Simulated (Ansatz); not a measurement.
Saddle point of C$_{2}$H$_{9}$B, closed shell (C₂H₇B ([BH2][CH2][CH3]) + H₂ → C₂H₆ (CC) + BH₃; bonds formed: B1–H7, C2–H6; bonds broken: B1–C2, H6–H7), PBE0-D4/def2-TZVP structure:

```xyz
12
angstrom
B -0.3510 1.3496 0.1942
C 0.3946 -0.0849 -0.5208
C -0.0802 -1.4315 -0.0032
H -1.5073 1.0927 0.3337
H 0.0590 2.3118 -0.3795
H 0.4981 0.6245 0.7386
H 0.1111 1.4358 1.3790
H 1.4849 -0.0557 -0.6180
H 0.0077 0.1058 -1.5213
H 0.2732 -2.2459 -0.6398
H 0.2805 -1.6308 1.0105
H -1.1705 -1.4714 0.0265
```

Energies are electronic, without zero-point energy. Barriers and step energies count from the start structure reached by relaxing down the imaginary mode; all methods use the PBE0-D4 structures, on which another method's saddle can fall below an end. Computed with Ansatz 0.2.0 (basis: def2-TZVPP, with def2-QZVPP for the basis limit); correlated methods freeze the cores. B3LYP uses VWN-RPA correlation. Extrapolation: Hartree–Fock as exp(−7.88 √X), correlation as X^−2.97.

| method | barrier (kJ/mol) | step energy (kJ/mol) |
| --- | --- | --- |
| SPW92 | 33.4 | 20.4 |
| PBE-D4 | 42.0 | -4.2 |
| BLYP-D4 | 51.0 | -25.1 |
| r2SCAN-D4 | ? | -11.9 |
| B97M-V | 46.7 | -21.2 |
| PBE0-D4 | 48.7 | -8.8 |
| B3LYP-D4 | 55.6 | -26.5 |
| r2SCAN0-D4 | 52.2 | -13.9 |
| BHLYP-D4 | 65.2 | -34.5 |
| CAM-B3LYP-D4 | ? | -24.1 |
| wB97X-V | 56.5 | -21.7 |
| wB97M-V | 56.0 | -20.1 |
| B2PLYP | 57.0 | -27.1 |
| PBE-QIDH | 54.5 | -14.4 |
| RPA on PBE | ? | -31.4 |
| HF | 86.2 | -66.4 |
| MP2 | 54.2 | -19.7 |
| CCSD | 62.5 | -30.8 |
| CCSD(T) | 58.3 | -25.5 |

Fill in the withheld barriers. (To be estimated.)

By the calculation: r2SCAN-D4 46.8; RPA on PBE 55.7; CAM-B3LYP-D4 57.1 kJ/mol. Each is the energy of the saddle less that of the start structure, by the same method.

For comparison, the barrier by CCSD(T) at an estimated basis limit (MP2 extrapolated from triple and quadruple zeta, plus CCSD(T) − MP2 in triple zeta) is 59.1 kJ/mol.

No T1 diagnostic of these runs exceeds 0.010.

Labels in which every atom is bracketed show which atoms are joined, not bond orders.

For scale, one of the runs: CCSD(T)/def2-TZVPP, 219 basis functions, launched by `ansatz run in.yaml --threads 2 --pin off --events-out ev --progress --plain --max-ram 4352MiB`. Hardware: 2 CPU threads of an Arm Neoverse V1, shared host. Wall time 81 s; peak host memory 3.4 GiB.
